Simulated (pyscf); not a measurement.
Structures and frequencies: ωB97X-D3(BJ)/def2-SVP in PySCF.

### Question
For the elementary gas-phase step HS–Zn–SH + H₂Se → H₂S + HS–Zn–SeH (singlet surface; S–Zn, H–Se broken, H–S, Se–Zn formed), what barrier and reaction energy does HF/def2-TZVP give, measured from the separated reactants?

### Answer
ΔE‡ = 19.9 kcal/mol, ΔE = -5.0 kcal/mol. ωB97M-D3(BJ)/def2-TZVP gives 5.5 kcal/mol and -3.8 kcal/mol. Zero-point energy shifts the barrier by 0.0 kcal/mol. It is a four-centre exchange, with an imaginary mode of 907i cm⁻¹. On the reactant side the descent ends in an adduct with a Se–Zn contact, 11.6 kcal/mol under the separated species and 12.2 kcal/mol under the saddle at ωB97X-D3(BJ)/def2-TZVP. On the product side the descent ends in an adduct with a S–Zn contact, 9.7 kcal/mol under the separated species and 15.4 kcal/mol under the saddle at ωB97X-D3(BJ)/def2-TZVP. What is counted as formed (Se–Zn) is already present as a longer contact in the reactant adduct; forming that adduct is a step of its own. What is counted as broken (S–Zn) persists as a longer contact in the product adduct; parting that adduct is a step of its own. At ωB97X-D3(BJ) the barrier from the zero used here is 0.7 kcal/mol. This is the saddle that the search found; another between the same sides may lie lower. Elements up to Kr have no core potential and no relativistic terms here.
